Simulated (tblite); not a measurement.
Compound: C3H5F2 (doublet state).
Geometry (GFN2-xTB, Å), atoms numbered from 1 in this order:
```
atom  x, y, z in Å
C1     1.3663   -0.4277   -0.0116
C2     0.2768    0.5599    0.0276
C3    -1.1024   -0.1086   -0.0685
F4    -2.0763    0.8254   -0.2014
F5    -1.3872   -0.7885    1.0657
H6     1.4679   -1.0774   -0.8591
H7     2.0230   -0.5605    0.8227
H8     0.3266    1.2436   -0.8308
H9     0.3023    1.1479    0.9459
H10   -1.1882   -0.8094   -0.9128
```

All values are computed: GFN2-xTB (tblite) harmonic vibrations without scaling, gas phase. This tight-binding method is rough: wavenumbers can miss measured ones by several per cent, in bad cases by 10 to 20. One conformer, not necessarily the lowest. Open shells enter through the occupations alone, without spin polarisation, and single modes of such species can be off by tens of per cent.

Harmonic wavenumbers (cm⁻¹): 39.5, 91.6, 230.1, 404.3, 419.7, 508.5, 532.9, 812.7, 892.6, 1019.7, 1071.1, 1094.0, 1141.7, 1180.2, 1242.9, 1273.4, 1303.5, 1392.3, 1435.6, 2887.8, 2893.0, 3010.1, 3144.1, 3197.1.

A = 8959, B = 3718, C = 2896 MHz; mass 79.036 u (most abundant isotopes); point group C1, symmetry number 1; spin multiplicity 2.

Problem. Zero-point energy?

Solution. Half the sum of the wavenumbers: 15609 cm⁻¹ = 186.73 kJ/mol.

Problem. Entropy at 200 K, 1 bar (ideal gas, RRHO, classical rotation)?

Solution. Translation 155.06, rotation 102.19, vibration 41.67, spin (R ln 2) 5.76: S = 304.7 J/(mol K).

Problem. And Cp and H(200 K) − H(0)?

Solution. Cp = 73.02 J/(mol K), of which vibrations give 39.76 (their classical limit is 24 R = 199.5); H(200 K) − H(0) = 10.83 kJ/mol without the zero-point energy, 4.18 from vibrations.

Problem. What must be added to the electronic energy to get the Gibbs energy at 200 K and 1 bar?

Solution. ZPE + [H(200 K) − H(0)] − T·S = 186.73 + 10.83 − 60.93 = 136.63 kJ/mol.

Problem. Which modes carry the vibrational entropy at 200 K?

Solution. 39.5 cm⁻¹: 18.80; 91.6 cm⁻¹: 11.93; 230.1 cm⁻¹: 5.01; 404.3 cm⁻¹: 1.86; 419.7 cm⁻¹: 1.71; 508.5 cm⁻¹: 1.02 J/(mol K); the other 18 give 1.33 together.

Problem. How do the functions run with temperature in this model?

Solution. 
```json
{"T (K)": "150", "S (J/(mol K))": "285.1", "Cp (J/(mol K))": "63.4", "H − H(0) (kJ/mol)": "7.42", "G − H(0) (kJ/mol)": "-35.35", "ln q(vib)": "1.86"}
{"T (K)": "250", "S (J/(mol K))": "322.0", "Cp (J/(mol K))": "83.0", "H − H(0) (kJ/mol)": "14.73", "G − H(0) (kJ/mol)": "-65.78", "ln q(vib)": "3.12"}
{"T (K)": "298.15", "S (J/(mol K))": "337.5", "Cp (J/(mol K))": "93.0", "H − H(0) (kJ/mol)": "18.96", "G − H(0) (kJ/mol)": "-81.66", "ln q(vib)": "3.71"}
{"T (K)": "400", "S (J/(mol K))": "367.7", "Cp (J/(mol K))": "113.3", "H − H(0) (kJ/mol)": "29.49", "G − H(0) (kJ/mol)": "-117.60", "ln q(vib)": "4.95"}
{"T (K)": "600", "S (J/(mol K))": "419.9", "Cp (J/(mol K))": "144.3", "H − H(0) (kJ/mol)": "55.46", "G − H(0) (kJ/mol)": "-196.51", "ln q(vib)": "7.36"}
{"T (K)": "900", "S (J/(mol K))": "484.4", "Cp (J/(mol K))": "173.2", "H − H(0) (kJ/mol)": "103.47", "G − H(0) (kJ/mol)": "-332.53", "ln q(vib)": "10.79"}
```

q(vib) and H(0) count from the zero-point level.

Hindered rotation and anharmonicity are outside this model. Other conformers, if any are populated, would add a mixing term that is left out. The structure is chiral; the term R ln 2 for an equal mix with its mirror image is left out.

Time: 0.1 s wall. Hardware: one thread, Arm Neoverse V2 (aarch64), shared host with 32 logical CPUs at a one-minute load of 18. The figure is for the frequency step alone.
